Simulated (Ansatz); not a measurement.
Stepwise reaction of `[MgH2]` with ammonia, as a gas-phase model of exchange steps in deposition or etching. ΔE in kJ/mol; ΔG adds harmonic PBE0-D4 terms to CCSD(T)/CBS, at 1 bar.

Isolated molecules relaxed with PBE0-D4/def2-TZVP in Ansatz; ΔE leaves out vibrations. CCSD(T)/CBS adds triple-zeta CCSD(T) − MP2 to the extrapolated MP2 energy (def2 sets, frozen cores). This one scheme is used for every species. DFT in def2-TZVPP. B3LYP here is the variant with VWN-RPA as its local correlation; programs differ in this. For Mg outer-core shells are correlated without core-valence functions, which leaves a few kJ/mol of doubt a bond. One conformer a species, not always the lowest.

```json
{"step": "1", "reaction": "`[MgH2]` + NH₃ → `[NH2][MgH]` + H₂", "PBE-D4": "-34.8", "B3LYP-D4": "-35.7", "ωB97M-V": "-35.2", "CCSD(T)/CBS": "-42.2", "ΔG(400 K)": "-51.4"}
```

Give the row of step 2, `[NH2][MgH]` + NH₃ → `[NH2][Mg][NH2]` + H₂. (Best estimate.)

Computed: 
| step | reaction | PBE-D4 | B3LYP-D4 | ωB97M-V | CCSD(T)/CBS | ΔG(400 K) |
| --- | --- | --- | --- | --- | --- | --- |
| 2 | `[NH2][MgH]` + NH₃ → `[NH2][Mg][NH2]` + H₂ | -30.6 | -32.5 | -30.7 | -38.8 | -41.3 |

By hand: ΔE of the 2 steps together at CCSD(T)/CBS.

(-42.2) + (-38.8) = -81.0 kJ/mol, or -40.5 kJ/mol a step.

In ΔE the steps differ by no more than 3.4 kJ/mol. All are downhill at CCSD(T)/CBS. ΔG lies between -51.4 and -41.3 kJ/mol a step. PBE-D4 differs from CCSD(T)/CBS by 7.4 to 8.2 kJ/mol a step. Isolated molecules leave out the surface, adducts and barriers. Largest T1 diagnostic: 0.009.
